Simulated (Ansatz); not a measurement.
# NaO+ (triplet): from Hartree-Fock to the top rungs at distance O1–Na2 = 8.513 Å, cc-pVDZ

One table from this session's results is given with a row withheld; the runs are named, their logs left out.

Method: cc-pVDZ, core rule «outside noble gas», up to 6 orbitals frozen; program: Ansatz 0.2.0, Gaussian basis.

The runs, in order: UHF; CCSD(T) on ROHF; CCSD(T) on UHF; BCCD(T) on ROHF; CCSDT(Q) on ROHF; CCSDT(Q) on UHF; Full CI.

79 further runs of the same task are left out: 65 for a known fault of the program, 11 that didn't finish, 3 set aside as unsound or not needed. Runs told in other sessions of the task aren't counted.

## The system

The geometry derives from a PBE0/def2-TZVP stationary point (not a proven minimum). One bond is set to the value named and the two fragments are kept rigid.

2 atoms, charge 1, spin multiplicity 3.

Atoms are counted from 1 here; the program's logs count them from 0.

No contacts short enough for the rule that draws bonds.

Set-up of the first run:

in.yaml

```yaml
crystal:
  periodic: [false, false, false]
  atoms:
    - {symbol: O, position_ang: [0.000000, 0.000000, 0.000000]}
    - {symbol: Na, position_ang: [0.000000, 0.000000, 8.513000]}
basis:
  gaussian: {orbitals: cc-pVDZ}
total_charge: 1
magnetization: {spin_polarized: true, initial_magnetization: 2}
hamiltonian: {xc: hf}
output: {orbitals: {seedname: orbitals}}
```

On the command line:

```console
ansatz run in.yaml --threads 1 --pin off --events-out ev --progress --plain --max-ram 2393MiB
```

Among the steps run: UHF; CCSD(T) on ROHF; CCSD(T) on UHF; BCCD(T) on ROHF; CCSDT(Q) on ROHF; CCSDT(Q) on UHF; Full CI.

One table of the session follows, with a row left open; its other results are not shown here.

It belongs to the step «Misses and costs». 

| method | from FCI (meV) |
| --- | --- |
| ROHF | ? |
| UHF | +3208.3 |
| RMP2 | +434.3 |
| UMP2 | +433.6 |
| RCCSD | +25.8 |
| UCCSD | +23.5 |
| RCCSD(T) | +4.7 |
| UCCSD(T) | +3.1 |
| BCCD(T) | +4.6 |
| RCCSDT | +1.5 |
| UCCSDT | +0.1 |
| RCCSDT(Q) | -0.4 |
| UCCSDT(Q) | -1.8 |
| FCI | 0 |

**Question.** Estimate the row for ROHF.

As computed: from FCI (meV): +3335.0. In the column «from FCI (meV)» it is the highest.

Caveats from the session: Levels on UHF freeze UHF's core orbitals, full CI those of ROHF, so the U rows can settle a little off it for that reason alone. Restricted and unrestricted rows rest on different reference determinants; a gap between their highest levels can come from leftover correlation error, from unlike frozen cores or from another state.
